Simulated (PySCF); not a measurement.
PySCF input (B3PW91/6-31G* (5d)):

```python
from pyscf import gto, dft

mol = gto.M(
    atom='''
    C     0.03618760    0.60041534    0.01001252
    N     0.01219895   -0.81758933    0.09244576
    H    -0.95471660    1.16629571    0.01500298
    H    -0.48780604   -1.15122848   -0.74120501
    H     0.56688663    1.01658913    0.88942020
    H     0.57311778    1.08897690   -0.87041363
    ''',
    basis='6-31g*',
    charge=-1,
    spin=0,
    verbose=4,
)

mf = dft.RKS(mol, xc='b3pw91')
mf.grids.level = 3
mf.conv_tol = 1e-9
mf.max_cycle = 100
mf.max_memory = 1500
mf.kernel()
if not mf.converged:
    mf = mf.newton()
    mf.kernel(mf.make_rdm1())
mf.dip_moment()
```

From the last part of the output:

```
diis_space = 8
diis_damp = 0
SCF conv_tol = 1e-09
SCF conv_tol_grad = None
SCF max_cycles = 100
direct_scf = True
direct_scf_tol = 1e-13
XC library pyscf.dft.libxc version 7.1.2
    S. Lehtola, C. Steigemann, M. J. T. Oliveira, and M. A. L. Marques,  SoftwareX 7, 1–5 (2018)
XC functionals = b3pw91
    A. D. Becke,  J. Chem. Phys. 98, 5648 (1993)
radial grids:
    Treutler-Ahlrichs [JCP 102, 346 (1995); DOI:10.1063/1.469408] (M4) radial grids

becke partition: Becke, JCP 88, 2547 (1988); DOI:10.1063/1.454033
pruning grids: <function nwchem_prune>
grids dens level: 3
symmetrized grids: False
atomic radii adjust function: <function treutler_atomic_radii_adjust>
small_rho_cutoff = 0
Set gradient conv threshold to 3.16228e-05
Initial guess from minao.
tot grids = 67256
init E= -95.0552606096205
  HOMO = -0.237780795185848  LUMO = 0.0660089925683618  gap/eV = 8.26654
cycle= 1 E= -94.995102590975  delta_E= 0.0602  |g|= 0.713  |ddm|= 2.07
  HOMO = 0.301340007550532  LUMO = 0.35690156712867  gap/eV = 1.51191
cycle= 2 E= -94.7545507144188  delta_E= 0.241  |g|= 1.18  |ddm|= 3.79
  HOMO = 0.123675075625409  LUMO = 0.344266546799894  gap/eV = 6.00260
cycle= 3 E= -95.1258332861427  delta_E= -0.371  |g|= 0.122  |ddm|= 2.92
  HOMO = 0.125014765739687  LUMO = 0.328530584992508  gap/eV = 5.53795
cycle= 4 E= -95.1287328437846  delta_E= -0.0029  |g|= 0.0591  |ddm|= 0.179
  HOMO = 0.126131074852006  LUMO = 0.331353812316864  gap/eV = 5.58440
cycle= 5 E= -95.1296053260515  delta_E= -0.000872  |g|= 0.00455  |ddm|= 0.056
  HOMO = 0.125338420191759  LUMO = 0.331736933627881  gap/eV = 5.61639
cycle= 6 E= -95.129611568516  delta_E= -6.24e-06  |g|= 0.000561  |ddm|= 0.00969
  HOMO = 0.125241861178747  LUMO = 0.331682019019522  gap/eV = 5.61752
cycle= 7 E= -95.1296116488728  delta_E= -8.04e-08  |g|= 0.000119  |ddm|= 0.00099
  HOMO = 0.125224026899741  LUMO = 0.331669339035783  gap/eV = 5.61766
cycle= 8 E= -95.1296116527691  delta_E= -3.9e-09  |g|= 1.59e-05  |ddm|= 0.00021
  HOMO = 0.125225471156913  LUMO = 0.331668794477802  gap/eV = 5.61761
cycle= 9 E= -95.1296116528406  delta_E= -7.15e-11  |g|= 1.1e-06  |ddm|= 2.92e-05
  HOMO = 0.125225914462886  LUMO = 0.331669057000721  gap/eV = 5.61760
Extra cycle  E= -95.1296116528405  delta_E= 8.53e-14  |g|= 8.75e-07  |ddm|= 4.9e-06
converged SCF energy = -95.1296116528405

WARN: System has nonzero charge -1; the dipole moment is origin-dependent.
Location of origin: [0. 0. 0.]

Dipole moment(X, Y, Z, Debye): -0.38611,  1.95671, -0.83712
```

The dipole moment of an ion depends on the origin.
